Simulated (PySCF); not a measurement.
H$_{4}$Si, SMILES `[SiH4]` (charge 0, multiplicity 1)

Computed with PBE-D3(BJ)/def2-TZVP // CAM-B3LYP-D3(BJ)/def2-TZVP run with PySCF.

```
Item                                   Result
-------------  ------------------------------
HOMO                                 -8.52 eV
dipole moment                          0.00 D
HOMO–LUMO gap                         8.78 eV
LUMO                                  0.26 eV
total energy                     -291.7226 Ha
cost           around 23 core-seconds (rough)
```

Bond lengths (Å): Si1–H2 1.477, Si1–H3 1.477, Si1–H4 1.477, Si1–H5 1.477. Angles (°): H2–Si1–H3 109.5, H2–Si1–H4 109.5, H2–Si1–H5 109.5, H3–Si1–H4 109.5, H3–Si1–H5 109.5, H4–Si1–H5 109.5.
